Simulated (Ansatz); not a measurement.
B₂H₂⁺. Charge 1, multiplicity 2. Geometry r2SCAN-D4/def2-TZVP.

Cartesian coordinates in Å:
```
B -0.5094 -0.5974 -0.1820
B 0.5075 0.5994 0.1808
H 1.2496 1.4684 0.4455
H -1.2477 -1.4704 -0.4443
```

B3LYP takes the VWN-RPA correlation. The structure comes from a short search, and lower isomers may exist.

(1) Estimate the α-spin orbital energies around the gap (eV) in Ansatz with HF/6-31G, PBE-D4/def2-SVP, B3LYP-D4/6-31G, PBE0-D4/def2-TZVP, BHLYP-D4/def2-TZVP.

Answers

(1) 
```
orbital  HF/6-31G  PBE-D4/def2-SVP  B3LYP-D4/6-31G  PBE0-D4/def2-TZVP  BHLYP-D4/def2-TZVP
 HOMO−5   -216.69          -187.44         -193.69            -194.57             -202.54
 HOMO−4   -216.66          -187.43         -193.67            -194.55             -202.51
 HOMO−3    -27.97           -21.13          -22.76             -23.07              -24.75
 HOMO−2    -24.31           -18.37          -19.86             -20.09              -21.63
 HOMO−1    -22.36           -17.00          -18.38             -18.48              -19.96
   HOMO    -16.38           -13.32          -13.92             -14.28              -15.06
   LUMO     -7.39           -12.79          -11.73             -11.49              -10.13
 LUMO+1     -4.02            -8.73           -7.76              -7.63               -6.45
 LUMO+2     -2.32            -8.22           -7.02              -6.84               -5.48
 LUMO+3     -0.23            -5.34           -4.54              -4.43               -3.31
 LUMO+4      2.34            -3.77           -1.79              -3.66               -3.14
 LUMO+5      8.01            -1.40            3.84              -2.29               -1.69
 β HOMO    -22.24           -16.86          -18.24             -18.35              -19.84
 β LUMO     -6.88           -12.43          -11.43             -11.17               -9.96
```
